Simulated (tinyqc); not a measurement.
Inside a calculation (part 1 of 2). Method: RKS/LDA (PW92) in the sto-6g basis, for H2O, spin multiplicity 1. Computed by tinyqc, a small Python program that keeps every step (integrals from PySCF). Settings: charge = 0, multiplicity = 1, basis = sto-6g, energy threshold = 1e-09, iteration cap = 74, orthogonalisation = symmetric, start = atomic densities, DIIS depth = 6, method = RKS, functional = lda,pw, grid = [15, 14]. Command: `OMP_NUM_THREADS=1 python tinyqc.py 26450 26451 out.jsonl` (the two numbers bound the seeds that draw the settings). One thread of a shared host (Intel(R) Xeon(R) Processor @ 2.60GHz), about 0.8 s of CPU time with the checks. Later iterations appear only in the table of the cycle.

## One-electron integrals

Geometry (angstrom):
```
atom         x          y         z
O     0.000000   0.000000  0.000000
H     0.000000   0.889000  0.772000
H     0.000000  -0.889000  0.772000
```

Basis sto-6g: exponents (1/bohr^2) and contraction coefficients of normalised primitives:
```
element  l (shell)     exponent  coefficient
O            s (1)  1355.584234     0.009164
O            s (1)   248.544885     0.049361
O            s (1)    69.533902     0.168538
O            s (1)    23.886772     0.370563
O            s (1)     9.275933     0.416492
O            s (1)     3.820341     0.130334
O            s (2)    52.187762    -0.013253
O            s (2)    10.329320    -0.046992
O            s (2)     3.210345    -0.033785
O            s (2)     1.235135     0.250242
O            s (2)     0.536420     0.595117
O            s (2)     0.245881     0.240706
O            p (3)    52.187762     0.003760
O            p (3)    10.329320     0.037679
O            p (3)     3.210345     0.173897
O            p (3)     1.235135     0.418036
O            p (3)     0.536420     0.425860
O            p (3)     0.245881     0.101708
H            s (1)    35.523221     0.009164
H            s (1)     6.513144     0.049361
H            s (1)     1.822143     0.168538
H            s (1)     0.625955     0.370563
H            s (1)     0.243077     0.416492
H            s (1)     0.100112     0.130334
```

Overlap, kinetic and nuclear-attraction integrals over the contracted functions; the nuclear repulsion is the sum of Za Zb / Rab.

nuclear repulsion = 7.48866525 hartree

overlap S, lower triangle:
```
           1O 1s     1O 2s    1O 2px     1O 2py    1O 2pz     2H 1s     3H 1s
1O 1s   1.000000
1O 2s   0.231145  1.000000
1O 2px  0.000000  0.000000  1.000000
1O 2py  0.000000  0.000000  0.000000   1.000000
1O 2pz  0.000000  0.000000  0.000000   0.000000  1.000000
2H 1s   0.033367  0.345088  0.000000   0.234450  0.203595  1.000000
3H 1s   0.033367  0.345088  0.000000  -0.234450  0.203595  0.169865  1.000000
```

kinetic energy T (hartree), lower triangle:
```
            1O 1s     1O 2s    1O 2px     1O 2py    1O 2pz      2H 1s     3H 1s
1O 1s   29.327197
1O 2s   -0.896024  0.842618
1O 2px   0.000000  0.000000  2.531309
1O 2py   0.000000  0.000000  0.000000   2.531309
1O 2pz   0.000000  0.000000  0.000000   0.000000  2.531309
2H 1s   -0.006454  0.046146  0.000000   0.108675  0.094372   0.768522
3H 1s   -0.006454  0.046146  0.000000  -0.108675  0.094372  -0.007352  0.768522
```

nuclear attraction V (hartree), lower triangle:
```
             1O 1s      1O 2s     1O 2px     1O 2py     1O 2pz      2H 1s      3H 1s
1O 1s   -62.157195
1O 2s    -6.359053  -9.896185
1O 2px    0.000000   0.000000  -9.845232
1O 2py    0.000000   0.000000   0.000000  -9.931690
1O 2pz   -0.014234  -0.166400   0.000000   0.000000  -9.910430
2H 1s    -1.047989  -2.576516   0.000000  -1.541045  -1.381397  -5.078080
3H 1s    -1.047989  -2.576516   0.000000   1.541045  -1.381397  -0.939769  -5.078080
```

core Hamiltonian H = T + V (hartree), lower triangle:
```
             1O 1s      1O 2s     1O 2px     1O 2py     1O 2pz      2H 1s      3H 1s
1O 1s   -32.829998
1O 2s    -7.255077  -9.053567
1O 2px    0.000000   0.000000  -7.313923
1O 2py    0.000000   0.000000   0.000000  -7.400382
1O 2pz   -0.014234  -0.166400   0.000000   0.000000  -7.379122
2H 1s    -1.054443  -2.530370   0.000000  -1.432370  -1.287025  -4.309558
3H 1s    -1.054443  -2.530370   0.000000   1.432370  -1.287025  -0.947121  -4.309558
```

## Two-electron integrals

Functions are numbered as in S; the eight-fold symmetry (ij|kl) = (ji|kl) = (kl|ij) leaves the list below.

Two-electron integrals (ij|kl) in chemists' order, unique and non-zero (hartree):
```
(11|11) 4.787491    (21|11) 0.675884    (21|21) 0.121505    (22|11) 1.117379
(22|21) 0.249212    (22|22) 0.817383    (31|31) 0.025762    (32|31) 0.039145
(32|32) 0.180664    (33|11) 1.117381    (33|21) 0.249212    (33|22) 0.817382
(33|33) 0.880663    (41|41) 0.025762    (42|41) 0.039145    (42|42) 0.180664
(43|43) 0.047461    (44|11) 1.117381    (44|21) 0.249212    (44|22) 0.817382
(44|33) 0.785741    (44|44) 0.880663    (51|51) 0.025762    (52|51) 0.039145
(52|52) 0.180664    (53|53) 0.047461    (54|54) 0.047461    (55|11) 1.117381
(55|21) 0.249212    (55|22) 0.817382    (55|33) 0.785741    (55|44) 0.785741
(55|55) 0.880663    (61|11) 0.103768    (61|21) 0.017894    (61|22) 0.035946
(61|33) 0.035870    (61|41) 0.000663    (61|42) 0.001302    (61|44) 0.036000
(61|51) 0.000576    (61|52) 0.001130    (61|54) 0.000113    (61|55) 0.035968
(61|61) 0.002686    (62|11) 0.272424    (62|21) 0.061709    (62|22) 0.226673
(62|33) 0.222787    (62|41) 0.003748    (62|42) 0.028591    (62|44) 0.229432
(62|51) 0.003255    (62|52) 0.024829    (62|54) 0.005771    (62|55) 0.227798
(62|61) 0.009154    (62|62) 0.081035    (63|31) 0.006584    (63|32) 0.037949
(63|43) 0.005791    (63|53) 0.005029    (63|63) 0.010944    (64|11) 0.155877
(64|21) 0.035784    (64|22) 0.140117    (64|33) 0.133984    (64|41) 0.008441
(64|42) 0.054278    (64|44) 0.149451    (64|51) 0.001612    (64|52) 0.014180
(64|54) 0.008403    (64|55) 0.136914    (64|61) 0.005529    (64|62) 0.060864
(64|64) 0.056074    (65|11) 0.135362    (65|21) 0.031075    (65|22) 0.121676
(65|33) 0.116350    (65|41) 0.001612    (65|42) 0.014180    (65|44) 0.119725
(65|51) 0.007985    (65|52) 0.050263    (65|54) 0.008721    (65|55) 0.128953
(65|61) 0.004801    (65|62) 0.052854    (65|64) 0.039190    (65|65) 0.044977
(66|11) 0.442391    (66|21) 0.102060    (66|22) 0.430605    (66|33) 0.414378
(66|41) 0.007382    (66|42) 0.078730    (66|44) 0.442130    (66|51) 0.006410
(66|52) 0.068369    (66|54) 0.024100    (66|55) 0.435306    (66|61) 0.015255
(66|62) 0.203179    (66|64) 0.173733    (66|65) 0.150868    (66|66) 0.774999
(71|11) 0.103768    (71|21) 0.017894    (71|22) 0.035946    (71|33) 0.035870
(71|41) -0.000663   (71|42) -0.001302   (71|44) 0.036000    (71|51) 0.000576
(71|52) 0.001130    (71|54) -0.000113   (71|55) 0.035968    (71|61) 0.002649
(71|62) 0.008866    (71|64) 0.004914    (71|65) 0.004655    (71|66) 0.014650
(71|71) 0.002686    (72|11) 0.272424    (72|21) 0.061709    (72|22) 0.226673
(72|33) 0.222787    (72|41) -0.003748   (72|42) -0.028591   (72|44) 0.229432
(72|51) 0.003255    (72|52) 0.024829    (72|54) -0.005771   (72|55) 0.227798
(72|61) 0.008866    (72|62) 0.064856    (72|64) 0.033906    (72|65) 0.041194
(72|66) 0.131328    (72|71) 0.009154    (72|72) 0.081035    (73|31) 0.006584
(73|32) 0.037949    (73|43) -0.005791   (73|53) 0.005029    (73|63) 0.008456
(73|73) 0.010944    (74|11) -0.155877   (74|21) -0.035784   (74|22) -0.140117
(74|33) -0.133984   (74|41) 0.008441    (74|42) 0.054278    (74|44) -0.149451
(74|51) -0.001612   (74|52) -0.014180   (74|54) 0.008403    (74|55) -0.136914
(74|61) -0.004914   (74|62) -0.033906   (74|64) -0.009800   (74|65) -0.021113
(74|66) -0.062902   (74|71) -0.005529   (74|72) -0.060864   (74|74) 0.056074
(75|11) 0.135362    (75|21) 0.031075    (75|22) 0.121676    (75|33) 0.116350
(75|41) -0.001612   (75|42) -0.014180   (75|44) 0.119725    (75|51) 0.007985
(75|52) 0.050263    (75|54) -0.008721   (75|55) 0.128953    (75|61) 0.004655
(75|62) 0.041194    (75|64) 0.021113    (75|65) 0.034165    (75|66) 0.090745
(75|71) 0.004801    (75|72) 0.052854    (75|74) -0.039190   (75|75) 0.044977
(76|11) 0.092368    (76|21) 0.021171    (76|22) 0.085168    (76|33) 0.083068
(76|44) 0.084503    (76|51) 0.001688    (76|52) 0.015667    (76|55) 0.087932
(76|61) 0.003111    (76|62) 0.031037    (76|64) 0.020263    (76|65) 0.022767
(76|66) 0.083974    (76|71) 0.003111    (76|72) 0.031037    (76|74) -0.020263
(76|75) 0.022767    (76|76) 0.015368    (77|11) 0.442391    (77|21) 0.102060
(77|22) 0.430605    (77|33) 0.414378    (77|41) -0.007382   (77|42) -0.078730
(77|44) 0.442130    (77|51) 0.006410    (77|52) 0.068369    (77|54) -0.024100
(77|55) 0.435306    (77|61) 0.014650    (77|62) 0.131328    (77|64) 0.062902
(77|65) 0.090745    (77|66) 0.295349    (77|71) 0.015255    (77|72) 0.203179
(77|74) -0.173733   (77|75) 0.150868    (77|76) 0.083974    (77|77) 0.774999
```

## Orthogonalisation

S = U s U^T; symmetric (Loewdin) form X = U s^(-1/2) U^T, so that X^T S X = 1.

eigenvalues of S: 0.481231  0.572800  0.884159  1.000000  1.105438  1.257336  1.699036

X, lower triangle:
```
            1O 1s      1O 2s    1O 2px     1O 2py     1O 2pz      2H 1s     3H 1s
1O 1s    1.022097
1O 2s   -0.130077   1.124301
1O 2px   0.000000   0.000000  1.000000
1O 2py   0.000000   0.000000  0.000000   1.053266
1O 2pz  -0.006022   0.059716  0.000000   0.000000   1.034475
2H 1s    0.015776  -0.190848  0.000000  -0.147094  -0.110579   1.101143
3H 1s    0.015776  -0.190848  0.000000   0.147094  -0.110579  -0.058697  1.101143
```

## Starting guess

The start is atomic minimal-basis densities projected into this basis (PySCF's MINAO start) and scaled to the electron count of each spin; this density is not idempotent, so its energy is not variational and may lie below the converged one.

D at the start, lower triangle:
```
            1O 1s      1O 2s    1O 2px     1O 2py    1O 2pz     2H 1s     3H 1s
1O 1s    2.138446
1O 2s   -0.483736   2.099438
1O 2px   0.000000   0.000000  1.307528
1O 2py   0.000000   0.000000  0.000000   1.202384
1O 2pz   0.012735  -0.071110  0.000000   0.000000  1.239612
2H 1s   -0.012793   0.050857  0.000000   0.113536  0.072717  0.991078
3H 1s   -0.012793   0.050857  0.000000  -0.113536  0.072717  0.058505  0.991078
```

## Iteration 1: exchange-correlation on the grid

Becke grid with 15 radial and 14 angular points per atom, points of zero weight dropped. rho = sum D_ij phi_i phi_j; V_xc,ij = sum w v_xc phi_i phi_j; v_xc is d(rho eps)/d rho.

The 16 grid points with the largest w rho, of 624 (bohr, atomic units):
```
x                  y          z         w       rho     eps_xc       v_xc
-0.519615   0.519615  -0.519615  0.275537  0.517031  -0.658613  -0.864207
0.519615    0.519615  -0.519615  0.275537  0.517031  -0.658613  -0.864207
0.519615   -0.519615  -0.519615  0.275537  0.517031  -0.658613  -0.864207
-0.519615  -0.519615  -0.519615  0.275537  0.517031  -0.658613  -0.864207
-0.519615   0.519615   0.519615  0.268632  0.518973  -0.659384  -0.865227
0.519615    0.519615   0.519615  0.268632  0.518973  -0.659384  -0.865227
0.519615   -0.519615   0.519615  0.268632  0.518973  -0.659384  -0.865227
-0.519615  -0.519615   0.519615  0.268632  0.518973  -0.659384  -0.865227
0.759312   -0.759312  -0.759312  0.769966  0.172498  -0.468430  -0.613019
-0.759312  -0.759312  -0.759312  0.769966  0.172498  -0.468430  -0.613019
-0.759312   0.759312  -0.759312  0.769966  0.172498  -0.468430  -0.613019
0.759312    0.759312  -0.759312  0.769966  0.172498  -0.468430  -0.613019
0.900000    0.000000   0.000000  0.244929  0.522490  -0.660775  -0.867067
-0.900000   0.000000   0.000000  0.244929  0.522490  -0.660775  -0.867067
0.000000    0.000000  -0.900000  0.244951  0.519404  -0.659555  -0.865453
0.000000    0.000000   0.900000  0.242156  0.511925  -0.656575  -0.861513
```

electrons on the grid, sum of w rho = 10.028800

E_xc = sum of w rho eps_xc = -8.75975669 hartree

V_xc (hartree), lower triangle:
```
            1O 1s      1O 2s     1O 2px     1O 2py     1O 2pz      2H 1s      3H 1s
1O 1s   -2.929132
1O 2s   -0.372110  -0.780155
1O 2px   0.000000   0.000000  -0.772978
1O 2py   0.000000   0.000000   0.000000  -0.783484
1O 2pz   0.000429  -0.014648   0.000000   0.000000  -0.784247
2H 1s   -0.058717  -0.213849   0.000000  -0.135565  -0.122290  -0.467479
3H 1s   -0.058717  -0.213849   0.000000   0.135565  -0.122290  -0.077721  -0.467479
```

## Iteration 1: building the Kohn-Sham matrix

J_ij = sum D_kl (ij|kl); F = H + J + V_xc; E = tr D H + tr D J / 2 + E_xc + E_nn.

Coulomb J (hartree), lower triangle:
```
            1O 1s     1O 2s    1O 2px     1O 2py    1O 2pz     2H 1s     3H 1s
1O 1s   17.167377
1O 2s    3.027126  7.935976
1O 2px   0.000000  0.000000  7.903921
1O 2py   0.000000  0.000000  0.000000   7.958468
1O 2pz   0.011680  0.138706  0.000000   0.000000  7.945536
2H 1s    0.450127  2.229578  0.000000   1.385507  1.240494  4.547542
3H 1s    0.450127  2.229578  0.000000  -1.385507  1.240494  0.863108  4.547542
```

Kohn-Sham matrix F (hartree), lower triangle:
```
             1O 1s      1O 2s     1O 2px     1O 2py     1O 2pz      2H 1s      3H 1s
1O 1s   -18.591753
1O 2s    -4.600061  -1.897746
1O 2px    0.000000   0.000000  -0.182980
1O 2py    0.000000   0.000000   0.000000  -0.225397
1O 2pz   -0.002125  -0.042342   0.000000   0.000000  -0.217833
2H 1s    -0.663033  -0.514641   0.000000  -0.182428  -0.168820  -0.229495
3H 1s    -0.663033  -0.514641   0.000000   0.182428  -0.168820  -0.161734  -0.229495
```

total energy of this density = -75.83192487 hartree

This density is the starting one; it is not idempotent, so its energy is not variational and may lie below the converged one.

## Iteration 1: diagonalisation and new density

Diagonalise F' = X^T F X, C = X C', fill 5 alpha and 5 beta electrons from the bottom; D = 2 C_occ C_occ^T. Each column has its largest component positive (the first on a tie).

F' = X^T F X (hartree), lower triangle:
```
            1          2          3          4          5          6          7
1  -18.270114
2   -2.394828  -1.019307
3    0.000000   0.000000  -0.182980
4    0.000000   0.000000   0.000000  -0.139927
5   -0.020514   0.033808   0.000000   0.000000  -0.162943
6   -0.079382  -0.229844   0.000000  -0.184271  -0.141071  -0.029385
7   -0.079382  -0.229844   0.000000   0.184271  -0.141071  -0.052971  -0.029385
```

orbital energies (hartree): MO1 -18.597719, MO2 -0.823411, MO3 -0.331294, MO4 -0.279777, MO5 -0.182980, MO6 0.166186, MO7 0.214952

coefficients C:
```
              MO1        MO2        MO3        MO4       MO5        MO6        MO7
1O 1s    0.995288  -0.239300   0.000000   0.070089  0.000000   0.096754   0.000000
1O 2s    0.020846   0.932486   0.000000  -0.366693  0.000000  -0.594101   0.000000
1O 2px   0.000000   0.000000   0.000000   0.000000  1.000000   0.000000   0.000000
1O 2py   0.000000   0.000000   0.725829   0.000000  0.000000   0.000000   0.791085
1O 2pz   0.001769   0.064788   0.000000   0.795777  0.000000  -0.678774   0.000000
2H 1s   -0.004080   0.109987   0.366863   0.289076  0.000000   0.704675  -0.748105
3H 1s   -0.004080   0.109987  -0.366863   0.289076  0.000000   0.704675   0.748105
```

D after iteration 1, lower triangle:
```
            1O 1s      1O 2s    1O 2px     1O 2py    1O 2pz      2H 1s     3H 1s
1O 1s    2.105548
1O 2s   -0.456195   2.008856
1O 2px   0.000000   0.000000  2.000000
1O 2py   0.000000   0.000000  0.000000   1.053657
1O 2pz   0.084065  -0.462711  0.000000   0.000000  1.274924
2H 1s   -0.020239  -0.007051  0.000000   0.532560  0.474318   0.460536
3H 1s   -0.020239  -0.007051  0.000000  -0.532560  0.474318  -0.077819  0.460536
```

## Iteration 2: exchange-correlation on the grid

As before.

The 16 grid points with the largest w rho, of 624 (bohr, atomic units):
```
x                  y          z         w       rho     eps_xc       v_xc
-0.519615  -0.519615  -0.519615  0.275537  0.614459  -0.695113  -0.912480
-0.519615   0.519615  -0.519615  0.275537  0.614459  -0.695113  -0.912480
0.519615    0.519615  -0.519615  0.275537  0.614459  -0.695113  -0.912480
0.519615   -0.519615  -0.519615  0.275537  0.614459  -0.695113  -0.912480
-0.900000   0.000000   0.000000  0.244929  0.689520  -0.720637  -0.946246
0.900000    0.000000   0.000000  0.244929  0.689520  -0.720637  -0.946246
-0.759312   0.759312  -0.759312  0.769966  0.203968  -0.493319  -0.645853
-0.759312  -0.759312  -0.759312  0.769966  0.203968  -0.493319  -0.645853
0.759312   -0.759312  -0.759312  0.769966  0.203968  -0.493319  -0.645853
0.759312    0.759312  -0.759312  0.769966  0.203968  -0.493319  -0.645853
-1.315168   0.000000   0.000000  0.684659  0.228762  -0.511142  -0.669374
1.315168    0.000000   0.000000  0.684659  0.228762  -0.511142  -0.669374
0.000000    0.000000  -0.900000  0.244951  0.617493  -0.696184  -0.913897
-0.519615   0.519615   0.519615  0.268632  0.533543  -0.665109  -0.872797
-0.519615  -0.519615   0.519615  0.268632  0.533543  -0.665109  -0.872797
0.519615   -0.519615   0.519615  0.268632  0.533543  -0.665109  -0.872797
```

electrons on the grid, sum of w rho = 10.022720

E_xc = sum of w rho eps_xc = -8.93955043 hartree

V_xc (hartree), lower triangle:
```
            1O 1s      1O 2s     1O 2px     1O 2py     1O 2pz      2H 1s      3H 1s
1O 1s   -2.921633
1O 2s   -0.375052  -0.802186
1O 2px   0.000000   0.000000  -0.813263
1O 2py   0.000000   0.000000   0.000000  -0.793292
1O 2pz   0.003167   0.002183   0.000000   0.000000  -0.800249
2H 1s   -0.058948  -0.213424   0.000000  -0.132531  -0.116753  -0.421508
3H 1s   -0.058948  -0.213424   0.000000   0.132531  -0.116753  -0.074201  -0.421508
```

## Iteration 2: building the Kohn-Sham matrix

As before.

Coulomb J (hartree), lower triangle:
```
            1O 1s     1O 2s    1O 2px     1O 2py    1O 2pz     2H 1s     3H 1s
1O 1s   17.510841
1O 2s    3.114321  8.208819
1O 2px   0.000000  0.000000  8.224032
1O 2py   0.000000  0.000000  0.000000   8.198694
1O 2pz  -0.007806  0.024701  0.000000   0.000000  8.203727
2H 1s    0.461861  2.264560  0.000000   1.395609  1.224498  4.445963
3H 1s    0.461861  2.264560  0.000000  -1.395609  1.224498  0.859512  4.445963
```

Kohn-Sham matrix F (hartree), lower triangle:
```
             1O 1s      1O 2s    1O 2px     1O 2py     1O 2pz      2H 1s      3H 1s
1O 1s   -18.240790
1O 2s    -4.515808  -1.646934
1O 2px    0.000000   0.000000  0.096846
1O 2py    0.000000   0.000000  0.000000   0.005021
1O 2pz   -0.018874  -0.139516  0.000000   0.000000   0.024357
2H 1s    -0.651530  -0.479234  0.000000  -0.169292  -0.179280  -0.285103
3H 1s    -0.651530  -0.479234  0.000000   0.169292  -0.179280  -0.161810  -0.285103
```

total energy of this density = -75.38550567 hartree

## Iteration 2: DIIS over 2 matrices

error matrix X^T (FDS - SDF) X:
```
           1          2         3          4          5          6          7
1   0.000000   0.007389  0.000000   0.000000   0.006289  -0.018434  -0.018434
2  -0.007389   0.000000  0.000000   0.000000   0.053919   0.041076   0.041076
3   0.000000   0.000000  0.000000   0.000000   0.000000   0.000000   0.000000
4   0.000000   0.000000  0.000000   0.000000   0.000000   0.220822  -0.220822
5  -0.006289  -0.053919  0.000000   0.000000   0.000000   0.169462   0.169462
6   0.018434  -0.041076  0.000000  -0.220822  -0.169462   0.000000   0.000000
7   0.018434  -0.041076  0.000000   0.220822  -0.169462   0.000000   0.000000
```

B (overlaps of the stored error matrices):
```
               1              2
1  3.3650552e+00  2.9474259e-03
2  2.9474259e-03  3.2402961e-01
```

Minimise |sum c_i e_i|^2 with sum c_i = 1: solve [B -1; -1 0][c; lambda] = [0; -1] with B_ij = tr e_i^T e_j, and take F = sum c_i F_i.

DIIS coefficients: 0.087175  0.912825

extrapolated F (hartree), lower triangle:
```
             1O 1s      1O 2s    1O 2px     1O 2py     1O 2pz      2H 1s      3H 1s
1O 1s   -18.271385
1O 2s    -4.523153  -1.668798
1O 2px    0.000000   0.000000  0.072453
1O 2py    0.000000   0.000000  0.000000  -0.015066
1O 2pz   -0.017414  -0.131044  0.000000   0.000000   0.003244
2H 1s    -0.652532  -0.482320  0.000000  -0.170437  -0.178368  -0.280255
3H 1s    -0.652532  -0.482320  0.000000   0.170437  -0.178368  -0.161804  -0.280255
```
